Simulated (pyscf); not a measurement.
O=W(=O)(F)–F (SMILES [O]=[W](=[O])([F])[F]) + HCl (SMILES Cl) -> O=W(OH)(F)(F)–Cl (SMILES [O]=[W]([OH])([F])([F])[Cl]), gas phase, singlet surface. Single points on ωB97X-D3(BJ)/def2-SVP structures (PySCF, gas phase). ΔG in kcal/mol from ωB97M-D3(BJ)/def2-TZVP energies (ideal gas, 1 atm, RRHO with modes under 100 cm⁻¹ raised to 100, one conformer, R ln 2 for chiral ones without a mode under 150 cm⁻¹).

```json
[
 {"T (K)": "298", "ΔG": "-7.3"},
 {"T (K)": "600", "ΔG": "+2.1"},
 {"T (K)": "900", "ΔG": "?"},
 {"T (K)": "1200", "ΔG": "+19.6"}
]
```

Task: Fit a line to the three values, predict ΔG at 900 K, and estimate where the reaction turns unfavourable at 1 atm of each gas.

Result: Least squares gives ΔG = -16.0 + 29.7 × T/1000 K, so ΔS is about -124 J/(mol K) and ΔH about -16.0 kcal/mol over this range (ΔH at 298 K: -16.8). At 900 K the line gives +10.7; the computed value is +11.0. ΔG = 0 falls near 540 K; 1 kcal/mol in the energy moves that by 34 K. This is thermodynamics alone and says nothing of the barrier. Elements past Kr carry the def2 core potentials, without spin-orbit coupling.
